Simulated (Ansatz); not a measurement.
Input file:

```yaml
crystal:
  periodic: [false, false, false]
  atoms:
    - {symbol: Sn, position_ang: [0.005798, 0.010142, -0.018096]}
    - {symbol: H, position_ang: [1.622784, 0.023659, 0.552783]}
    - {symbol: H, position_ang: [-0.817343, 1.405074, 0.545226]}
    - {symbol: H, position_ang: [-1.488268, -2.623220, 1.033188]}
basis:
  gaussian: {orbitals: def2-SVP}
magnetization: {spin_polarized: false, initial_magnetization: 1}
correlation: {method: ccsdtq, electrons: outside_noble_gas}
```

```sh
$ ansatz run in.yaml --threads 2 --pin off --events-out ev --progress --plain --max-ram 24576MiB --backend cuda --devices 0, --max-vram 18GiB
```

Roughly how long does this take on 2 threads of AMD EPYC 7R13 with a shared H100 80 GB, shared host, and how much host memory?

20 s wall and 0.84 GiB.

```
854 factors; integrals over basis functions are off by at most 1.6e-7 eV
mean field evaluation 1: about -5847.0433 eV, gradient 9.7e0 eV
mean field evaluation 2: about -5847.0658 eV, gradient 9.8e0 eV
mean field evaluation 4: about -5848.2423 eV, gradient 2.4e0 eV
mean field evaluation 8: about -5847.7898 eV, gradient 3.3e0 eV
mean field evaluation 16: about -5849.2818 eV, gradient 1.1e-5 eV
mean field evaluation 32: about -5847.8369 eV, gradient 4.0e-1 eV
mean field evaluation 64: about -5847.8194 eV, gradient 3.8e-1 eV
mean field evaluation 96: about -5847.8401 eV, gradient 4.1e-1 eV
mean field evaluation 128: about -5847.8459 eV, gradient 4.3e-1 eV
mean field evaluation 160: about -5848.7009 eV, gradient 4.2e0 eV
...
cycle  23  -2.84689185 eV  change    4.6e-6 eV  update   2.8e-5
cycle  24  -2.84688854 eV  change    3.3e-6 eV  update   1.4e-5
cycle  25  -2.84688605 eV  change    2.5e-6 eV  update   1.4e-5
cycle  26  -2.84688218 eV  change    3.9e-6 eV  update   1.6e-5
cycle  27  -2.84687866 eV  change    3.5e-6 eV  update   1.7e-5
cycle  28  -2.84687717 eV  change    1.5e-6 eV  update   7.3e-6
cycle  29  -2.84687647 eV  change    7.0e-7 eV  update   4.1e-6
cycle  30  -2.84687617 eV  change    3.1e-7 eV  update   2.0e-6
cycle  31  -2.84687588 eV  change    2.8e-7 eV  update   9.5e-7
cycle  32  -2.84687595 eV  change   -7.2e-8 eV  update   8.3e-7
Total energy: -5852.12863619 eV, -215.0617606647 hartree
```

For the same geometry and basis full CI lies 0.0 meV higher.
